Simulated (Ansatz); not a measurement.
Two shapes of doublet CHO.

Shape 1:

```xyz
3

C     0.0278    0.5251   -0.3122
H    -0.0466    1.5053    0.2106
O    -0.0151   -0.5725    0.2627
```

Shape 2:

```xyz
3

C     0.0000    0.5249   -0.3523
H     0.0000    1.6127    0.2127
O     0.0000   -0.5952    0.2377
```

Basis set: cc-pVDZ (spherical functions). Correlated methods keep 2 orbitals frozen. Charge 0, multiplicity 2.

Computed with Ansatz (development build ahead of 0.2.0); each method stands on the lowest determinant of its kind that the runs found.

(1) Which shape is lower in energy, and by how much in each method?

Results:

(1)

| method | E(2) − E(1) (eV) |
| --- | --- |
| UHF | 0.393 |
| UHF-MP2 | 0.417 |

Shape 1 is lower. Caution: the unrestricted determinant is spin contaminated.
